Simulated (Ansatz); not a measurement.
# BSiH3 (triplet): the correlation ladder at distance B1–H4 along a hydrogen transfer = 1.306 Å, cc-pVDZ

Aim: climb from Hartree-Fock through coupled cluster and multireference methods for BSiH3 (triplet) at one geometry and basis, and see what each rung misses.

The runs use Ansatz 0.2.0, Gaussian basis; cc-pVDZ, core rule «outside noble gas», up to 6 orbitals frozen.

To be run: UHF; CCSD(T) on ROHF; CCSD(T) on UHF; BCCD(T) on ROHF; CISD; CCSDT(Q) on ROHF; CCSDT(Q) on UHF; CASSCF and MRCISD+Q, 4 electrons in 4 orbitals; CASSCF and NEVPT2, 4 electrons in 4 orbitals; CASSCF and NEVPT2, 10 electrons in 11 orbitals.

11 further runs of the same task are left out: 3 for a known fault of the program, 7 that didn't finish, 1 set aside as unsound or not needed.

### Step 1. The system

The geometry derives from fragments relaxed apart (PBE0/def2-TZVP) and kept rigid, so it is no stationary point. A hydrogen atom is moved between rigid fragments.

5 atoms, charge 0, spin multiplicity 3.

Atoms are counted from 1 here; the program's logs count them from 0.

Bond lengths: B1–H2 1.193 Å, B1–H3 1.193 Å, B1–H4 1.306 Å. Angles: H2–B1–H3 120.0°, H2–B1–H4 120.0°, H3–B1–H4 120.0°.

Coordinates:

| atom | x (Å) | y (Å) | z (Å) |
| --- | --- | --- | --- |
| B1 | -2.2960 | 0.0000 | 0.0000 |
| H2 | -2.8928 | 1.0336 | 0.0000 |
| H3 | -2.8928 | -1.0336 | 0.0000 |
| H4 | -0.9900 | 0.0000 | 0.0000 |
| Si5 | 1.1270 | 0.0000 | 0.0000 |

### Step 2. UHF

in.yaml reads:

```yaml
crystal:
  periodic: [false, false, false]
  atoms:
    - {symbol: B, position_ang: [-2.296025, 0.000000, 0.000000]}
    - {symbol: H, position_ang: [-2.892758, 1.033571, 0.000000]}
    - {symbol: H, position_ang: [-2.892758, -1.033571, 0.000000]}
    - {symbol: H, position_ang: [-0.990025, 0.000000, 0.000000]}
    - {symbol: Si, position_ang: [1.126975, 0.000000, 0.000000]}
basis:
  gaussian: {orbitals: cc-pVDZ}
magnetization: {spin_polarized: true, initial_magnetization: 2}
hamiltonian: {xc: hf}
output: {orbitals: {seedname: orbitals}}
```

The run is started by

```
> ansatz run in.yaml --threads 1 --pin off --events-out ev --progress --plain --max-ram 2393MiB
```

Further steps of the session: CCSD(T) on ROHF; CCSD(T) on UHF; BCCD(T) on ROHF; CISD; CCSDT(Q) on ROHF; CCSDT(Q) on UHF; CASSCF and MRCISD+Q, 4 electrons in 4 orbitals; CASSCF and NEVPT2, 4 electrons in 4 orbitals; CASSCF and NEVPT2, 10 electrons in 11 orbitals.

Before running them: what should the planned runs give, taken together? Wanted: UCCSDT(Q) below the RHF energy; RMP2 from UCCSDT(Q); UMP2 from UCCSDT(Q); RCCSD from UCCSDT(Q); RCCSD(T) from UCCSDT(Q); UCCSD(T) from UCCSDT(Q); RCCSDT(Q) from UCCSDT(Q); MRCISD+Q pair from UCCSDT(Q); NEVPT2 valence from UCCSDT(Q).

The runs gave:

| quantity | value |
| --- | --- |
| UCCSDT(Q) below the RHF energy | -5.2665 eV |
| RMP2 from UCCSDT(Q) | +29.52 kcal/mol |
| UMP2 from UCCSDT(Q) | +29.52 kcal/mol |
| RCCSD from UCCSDT(Q) | +2.91 kcal/mol |
| RCCSD(T) from UCCSDT(Q) | +0.69 kcal/mol |
| UCCSD(T) from UCCSDT(Q) | +0.67 kcal/mol |
| RCCSDT(Q) from UCCSDT(Q) | 0.00 kcal/mol |
| MRCISD+Q pair from UCCSDT(Q) | -0.48 kcal/mol |
| NEVPT2 valence from UCCSDT(Q) | +23.64 kcal/mol |
| levels within 1 kcal/mol (43 meV) | RCCSD(T), UCCSD(T), BCCD(T), RCCSDT, UCCSDT, RCCSDT(Q), MRCISD+Q pair |
| T1 diagnostic | 0.018 |
| effectively unpaired electrons | 2.02 |

In words: RCCSD(T) lands +0.69 kcal/mol from the yardstick (0.6 % of the correlation energy). One determinant dominates. Of the multireference levels listed MRCISD+Q pair comes nearest in total energy (-0.48 kcal/mol), which doesn't show that its space is the better one. These misses are within one basis, not against nature; the frozen cores of restricted and unrestricted runs differ, which can shift their rows.
